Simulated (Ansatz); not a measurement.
A run of Ansatz (development build ahead of 0.2.0) on singlet SiO at this shape:

```xyz
2

Si   -0.0220   -0.0273   -0.4949
O    -0.0179   -0.0328    0.8443
```

Its results:

```json
{"Converged": "yes", "Total energy": "-363.59418 hartree", "Spin squared of the determinant": "0.000"}
```

Which input gives this output? Name the method, the orbitals and the basis set, and write the input.

RHF in def2-SVP. An unrestricted run that stays on the closed shell gives the same numbers.

```yaml
crystal:
  periodic: [false, false, false]
  atoms:
    - { symbol: Si, position_ang: [-0.02197, -0.02729, -0.4949] }
    - { symbol: O, position_ang: [-0.0179, -0.03277, 0.84429] }
basis:
  gaussian: { orbitals: def2-SVP }
hamiltonian:
  xc: hf
```

Caution: no unrestricted run beside it, a lower state can exist.
